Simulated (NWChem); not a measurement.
# N$_{2}$ cation, doublet

```xyz
2

N      0.0000     0.0000    -0.5585
N      0.0000     0.0000     0.5585
```
Atoms are numbered in this order, from 1.

Program: NWChem. Pople sets run with spherical d functions. Spin-unrestricted. All runs use the structure optimised with B3LYP/6-31G* (spherical d), spin-unrestricted. No stability test was run on the SCF state. Total energies compare along this basis series because the functional is fixed.

```json
[
 {"level": "PBE/STO-3G", "basis functions": "10", "energy (Ha)": "-107.4052", "highest occupied level (eV)": "-23.30", "lowest empty minus highest occupied level, either spin (eV)": "2.23", "<S²>": "0.751"},
 {"level": "PBE/3-21G", "basis functions": "18", "energy (Ha)": "-108.2222", "highest occupied level (eV)": "-22.90", "lowest empty minus highest occupied level, either spin (eV)": "2.21", "<S²>": "0.751"},
 {"level": "PBE/6-31G*", "basis functions": "28", "energy (Ha)": "-108.8418", "highest occupied level (eV)": "-22.39", "lowest empty minus highest occupied level, either spin (eV)": "1.77", "<S²>": "0.752"},
 {"level": "PBE/6-31+G*", "basis functions": "36", "energy (Ha)": "-108.8434", "highest occupied level (eV)": "-22.35", "lowest empty minus highest occupied level, either spin (eV)": "1.76", "<S²>": "0.752"},
 {"level": "PBE/6-311G**", "basis functions": "36", "energy (Ha)": "-108.8727", "highest occupied level (eV)": "-22.37", "lowest empty minus highest occupied level, either spin (eV)": "1.76", "<S²>": "0.752"},
 {"level": "PBE/6-311++G**", "basis functions": "44", "energy (Ha)": "-108.8736", "highest occupied level (eV)": "-22.34", "lowest empty minus highest occupied level, either spin (eV)": "1.75", "<S²>": "0.752"}
]
```
